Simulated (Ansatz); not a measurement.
Calculated with Ansatz (gas phase, PBE0-D4/def2-TZVP geometries, no zero-point term in ΔE). CCSD(T)/CBS is the MP2 limit (def2-TZVPP, def2-QZVPP) plus CCSD(T) − MP2 in def2-TZVPP, frozen cores. DFT in def2-TZVPP. B3LYP here is the variant with VWN-RPA as its local correlation; programs differ in this. For Mg outer-core shells are correlated without core-valence functions, which leaves a few kJ/mol of doubt a bond. Each species was taken in one conformer, which may not be the lowest.

Consider the formal exchange of groups at a Mg–F bond: `[F][Mg][Cl]` + `C=CC(F)S` → `[SH][Mg][Cl]` + `C=CC(F)F`.

| level | ΔE (kcal/mol) |
| --- | --- |
| PBE-D4 | 11.7 |
| PBE0-D4 | 10.2 |
| PBE0 | 9.4 |
| B3LYP | 10.4 |

Task: What does CCSD(T)/CBS give? (An estimate is asked.)

Result: Computed: +12.6 kcal/mol. The listed levels differ from it by -0.9, -2.4, -3.2, -2.2 kcal/mol.

Largest T1 diagnostic among the species: 0.012.

The D4 term adds +1.5 kcal/mol with B3LYP and +0.8 kcal/mol with PBE0; it sums over pairs of atoms, weighted by their polarisabilities, and B3LYP, whose exchange is more repulsive, gets the larger term. From PBE to PBE0 (25 % exact exchange), in def2-TZVPP and without D4, ΔE moves by −1.4 kcal/mol.
